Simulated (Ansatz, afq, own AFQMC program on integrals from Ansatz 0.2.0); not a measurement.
# Where AFQMC and coupled cluster stand for CH, doublet

```xyz
2

C     0.1455   -0.5043    0.1856
H     0.4382   -1.5277    0.5651
```

Basis def2-TZVP. Noble-gas cores (and the filled d shells of Ga–Kr and In–Xe) are frozen. AFQMC by an in-house program on the Cholesky factors that Ansatz 0.2.0 writes for its CCSD(T) run. The CISD trial takes its coefficients from CCSD amplitudes. Released means that phaseless walkers are propagated on without the constraint, phases kept. Uncertainties: one standard error, sampling alone.

Determinant: UHF, the one that the program's search chose, which needn't be the lowest solution. The geometry is a PBE0/def2-SVP stationary point of this or a neighbouring charge and spin state.

Full CI on the same integrals is exact in this basis and with this determinant's frozen core.

Cautions: strong correlation (T1 0.108, weight of the determinant 0.82, largest double 0.09); unrestricted determinant spin contaminated (⟨S²⟩ 1.10 against 0.75); the released energies are still falling, so no released level is given (meV from the phaseless value at times in 1/Eh: -2 ± 3 at 0.24, -9.2 ± 2.3 at 0.51, -10.6 ± 1.9 at 0.99, -11 ± 3 at 1.62, -18 ± 3 at 2.40).

```
T1 diagnostic                               : 0.1078
weight of the determinant in the CISD state : 0.823
⟨S²⟩ of the determinant                     : 1.096
size of the correlated space                : 5 electrons in 36 orbitals
```

```json
{"level": "MP2", "correlation energy (eV)": "-2.4452"}
{"level": "CCSD", "correlation energy (eV)": "-3.2458"}
{"level": "CCSD(T)", "correlation energy (eV)": "-3.3351"}
```

Q: Estimate where phaseless AFQMC with a CISD trial lies against CCSD(T) on the same integrals.

A: 17.3 ± 2.8 meV below CCSD(T).

Reference: full CI, correlation energy -3.364 eV. The cautions show a poor starting determinant, so the rows tell how each method copes with it here, and full CI is the sure value.

| level | E − E(reference) (meV) | share of correlation (%) |
| --- | --- | --- |
| CCSD(T) | 29.1 | 99.14 |
| CCSDT | 2.6 | 99.92 |
| CCSDT(Q) | 0.3 | 99.99 |
| CCSDTQ | 0.0 | 100.00 |
| ph-AFQMC/HF | 151.8 ± 14.5 | 95.49 |
| ph-AFQMC/CISD | 11.7 ± 2.8 | 99.65 |

CCSDT and higher add their correlation energy to the determinant of the CCSD(T) run, since their own runs factorise the integrals more tightly (a shift of under 2 meV).
